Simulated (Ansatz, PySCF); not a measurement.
System: C$_{4}$H$_{3}$O (charge 0, doublet). It need not be the lowest isomer of its formula. 
Geometry from a B3LYP-D3(BJ)/def2-TZVP (Ansatz, a program for electronic structure) optimisation:
```xyz
8

O     -0.0097     0.0456     1.1033
C      0.0018     1.1554     0.2916
C     -0.0066    -1.0484     0.2916
C      0.0115     0.7284    -0.9837
C      0.0065    -0.6903    -1.0201
H      0.0010     2.1112     0.7805
H     -0.0146    -2.0017     0.7902
H      0.0116    -1.3451    -1.8736
```
Charge 0, spin multiplicity 2.

Total electronic energies in hartree. Cores are frozen in the correlated levels unless marked. Open shells are spin-unrestricted. Spin-orbit coupling is left out. Non-relativistic. CBS(X,Y): correlation extrapolated as X^-3; Hartree-Fock from the larger set. [CCSD(T)-MP2]/basis is that difference in the basis named.

The UHF reference is spin-contaminated (<S^2> 0.32 over the pure value in the largest basis). 

| level | program | energy (Eh) |
|---|---|---|
| r2SCAN/def2-TZVPD | Ansatz | -229.29182 |
| B3LYP-D3(BJ)/def2-TZVPD | Ansatz + dftd3 | -229.42538 |
| B3LYP/def2-TZVPD | Ansatz | -229.41542 |
| B3LYP/def2-TZVPD | PySCF | -229.41547 |
| PBE0/STO-3G | Ansatz | -226.16712 |
| PBE0/6-31G* | Ansatz | ? |
| r2SCANh/def2-TZVPD | Ansatz | -229.27851 |
| LC-wPBE-D3(BJ)/def2-TZVPD | Ansatz + dftd3 | -229.25823 |
| LC-wPBE-D4/def2-TZVPD | Ansatz + dftd4 | -229.25955 |
| B2PLYP-D3(BJ)/def2-TZVPD | Ansatz + dftd3 | -229.23198 |
| RI-MP2/cc-pVTZ | Ansatz | -228.85569 |
| SCS-MP2/STO-3G | Ansatz | -225.32439 |
| SCS-MP2/6-31G | Ansatz | -228.28042 |
| CCSD/cc-pVDZ | Ansatz | -228.68503 |
| RI-MP2/CBS(cc-pVTZ,cc-pVQZ)+[CCSD(T)-MP2]/cc-pVTZ | Ansatz | -229.0454 |

Task: Some entries are withheld; supply them.

Result: 
- PBE0/6-31G*, energy (Eh): -229.06162
